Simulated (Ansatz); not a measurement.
```yaml
crystal:
  periodic: [false, false, false]
  atoms:
    - {symbol: C, position_ang: [-0.262676, 1.447348, -0.284074]}
    - {symbol: N, position_ang: [0.229174, 0.184007, -0.061369]}
    - {symbol: C, position_ang: [0.213011, -0.302325, 1.292804]}
    - {symbol: C, position_ang: [-0.033414, -0.813780, -1.064379]}
    - {symbol: H, position_ang: [-0.119295, 2.175604, 0.502864]}
    - {symbol: H, position_ang: [-0.309007, 1.781837, -1.311769]}
    - {symbol: H, position_ang: [-0.794531, -0.608862, 1.614890]}
    - {symbol: H, position_ang: [0.562699, 0.480770, 1.967457]}
    - {symbol: H, position_ang: [0.880775, -1.161756, 1.386588]}
    - {symbol: H, position_ang: [-1.070565, -1.182153, -1.026120]}
    - {symbol: H, position_ang: [0.141852, -0.391993, -2.055366]}
    - {symbol: H, position_ang: [0.639077, -1.663697, -0.927524]}
basis:
  gaussian: {orbitals: ANO-RCC-VTZP}
magnetization: {spin_polarized: true, initial_magnetization: 1}
hamiltonian: {xc: {name: TPSS}, pseudopotentials: {relativity: none}}
output: {forces: true}
```

```sh
$ ansatz run in.yaml --threads 4 --pin off --events-out ev --progress --plain --max-ram 10444MiB
```

Q: How does Ansatz answer? (Estimate.)

A: Ansatz gave: The input was rejected before any iteration.
```
Error: YAML parse error: error: line 19 column 19: hamiltonian.xc: no functional is named "TPSS"; the names, which are not case-sensitive, are SVWN5, SPW92, PBE, PBE0, PBEsol, revPBE, revPBE0, RPBE, rPW86-PBE, HSE06, wPBEh, LC-wPBE, HISS, HF, BLYP, B3LYP, B3LYP5, BHLYP, CAM-B3LYP, r2SCAN, r2SCANh, r2SCAN0, r2SCAN50, m-r2SCAN, B97, wB97, wB97X, wB97X-V, B97M-V, wB97M-V, B2PLYP, B2GP-PLYP, PBE0-DH, PBE-QIDH
17 |   gaussian: {orbitals: ANO-RCC-VTZP}
18 | magnetization: {spin_polarized: true, initial_magnetization: 1}
19 | hamiltonian: {xc: {name: TPSS}, pseudopotentials: {relativity: none}}
20 | output: {forces: true}
```

HSE06 is defined as in plane-wave codes.
